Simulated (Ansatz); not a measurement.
**UB2PLYP/STO-3G run of BNH2Cl (SMILES N[B]Cl)**

Aim: the energy change on altering one bond length of BNH2Cl at UB2PLYP/STO-3G, from 2 runs. 

The calculation is run with Ansatz 0.2.0.

76 further runs of the same task are left out: 76 set aside as unsound or not needed.

## 1. The system as given

The species is BNH2Cl (5 atoms), meant as a doublet with charge 0. SMILES: `N[B]Cl`. The shape is that of a PBE0-D4/def2-TZVP optimisation. This is one conformer, not always the lowest.

Bond lengths: N1–B2 1.376 Å, B2–Cl3 1.746 Å, N1–H4 1.005 Å, N1–H5 1.010 Å. Angles: N1–B2–Cl3 124.3°, B2–N1–H4 122.3°, B2–N1–H5 123.4°, H4–N1–H5 114.3°.

## 2. The energy at UB2PLYP/STO-3G

run.yaml reads:

```yaml
crystal:
  periodic: [false, false, false]
  atoms:
    - {symbol: "N", position_ang: [-0.334000, 0.412100, -0.256700]}
    - {symbol: B, position_ang: [-0.098400, -0.544600, 0.704400]}
    - {symbol: Cl, position_ang: [1.343200, -1.526200, 0.784600]}
    - {symbol: H, position_ang: [-1.176700, 0.959900, -0.273100]}
    - {symbol: H, position_ang: [0.315800, 0.625100, -1.000600]}
basis:
  gaussian:
    orbitals: STO-3G
magnetization:
  spin_polarized: true
  initial_magnetization: 1
hamiltonian:
  xc: {name: B2PLYP}
correlation:
  frozen_orbitals: {B: 1, Cl: 5, H: 0, "N": 1}
accuracy: high
```

On the command line:

```bash
$ ansatz run run.yaml --threads 1 --pin off --max-ram 2610MiB --events-out events.jsonl --progress --plain --runs-dir runs
```

What it wrote:

```text
Warning: RAYON_NUM_THREADS=1 ignored (pool sized by the plan → 1); use --threads N
Functional definition: B2PLYP
  name "B2PLYP"
  parameter a = 0.53
  parameter c = 0.27
  exchange = (1 - a)*b88_x + a*exact_x
  correlation = (1 - c)*lyp_c + c*(mp2_os + mp2_ss)
372 factors; integrals over basis functions are off by at most 2.5e-8 eV
mean field evaluation 1: about -14546.7917 eV, gradient 9.7e0 eV
mean field evaluation 2: about -14546.8123 eV, gradient 9.7e0 eV
mean field evaluation 4: about -14547.7550 eV, gradient 1.4e0 eV
mean field evaluation 8: about -14547.7792 eV, gradient 6.1e-2 eV
mean field evaluation 16: about -14547.7793 eV, gradient 1.5e-6 eV
mean field -14547.77931528 eV, -534.6210289977 hartree, gradient 6.0e-8 eV, S^2 0.754636; 0 other end points of the search recorded, 0 dependent functions left out
7 core orbitals not correlated: weight in the atoms' cores, before any rotation towards them, 1.000 or more for the frozen orbitals, at most 0.000 for the correlated occupied ones
reference -14547.77933306 eV, -534.6210296509 hartree; 9, 8 occupied and 5, 6 virtual orbitals, 372 factors
second order -2.98510283 eV of doubles, -0.00000000 eV of singles
Total energy: -14548.58531082 eV, -534.6506487874 hartree
```

Run time: 2.1 s. Hardware: 1 thread of Arm Neoverse V1, shared host; peak memory 0.13 GiB.

## 3. The distorted shape at the same level

run.yaml reads:

```yaml
crystal:
  periodic: [false, false, false]
  atoms:
    - symbol: "N"
      position_ang: [-0.496479, 0.358840, -0.070691]
    - symbol: B
      position_ang: [-0.260879, -0.597860, 0.890409]
    - symbol: Cl
      position_ang: [1.180721, -1.579460, 0.970609]
    - symbol: H
      position_ang: [-1.339179, 0.906640, -0.087091]
    - symbol: H
      position_ang: [0.315800, 0.625100, -1.000600]
basis:
  gaussian:
    orbitals: STO-3G
accuracy: high
hamiltonian:
  xc: {name: B2PLYP}
magnetization:
  spin_polarized: true
  initial_magnetization: 1
correlation:
  frozen_orbitals: {B: 1, Cl: 5, H: 0, "N": 1}
```

On the command line:

```bash
$ ansatz run run.yaml --threads 1 --pin off --max-ram 2610MiB --events-out events.jsonl --progress --plain --runs-dir runs
```

What it wrote, shortened:

```text
Warning: RAYON_NUM_THREADS=1 ignored (pool sized by the plan → 1); use --threads N
[... 2 set-up lines as earlier in the session ...]
[...]
372 factors; integrals over basis functions are off by at most 3.0e-8 eV
[...]
mean field -14546.87021920 eV, -534.5876203328 hartree, gradient 2.9e-8 eV, S^2 0.758613; 0 other end points of the search recorded, 0 dependent functions left out
7 core orbitals not correlated: weight in the atoms' cores, before any rotation towards them, 1.000 or more for the frozen orbitals, at most 0.000 for the correlated occupied ones
reference -14546.87023712 eV, -534.5876209913 hartree; 9, 8 occupied and 5, 6 virtual orbitals, 372 factors
second order -3.44047899 eV of doubles, -0.00000000 eV of singles
Total energy: -14547.79916645 eV, -534.6217585144 hartree
```

It took 2.3 s on 1 thread of Arm Neoverse V1, shared host; peak memory 0.13 GiB.

## 4. Outcome

At UB2PLYP/STO-3G, 7 core orbitals frozen:

```
                                                         quantity          value
                                        first shape: total energy  -534.65065 Eh
                                                first shape: ⟨S²⟩          0.755
                                    distorted shape: total energy  -534.62176 Eh
                                            distorted shape: ⟨S²⟩          0.759
energy change with the N1–H5 bond stretched from 1.010 to 1.263 Å       0.786 eV
```

What this shows: With the N1–H5 bond stretched from 1.010 to 1.263 Å the energy rises by 0.79 eV (75.9 kJ/mol). The first shape isn't relaxed at this level, so the change isn't measured from a minimum. The minimal basis adds a large error of its own.
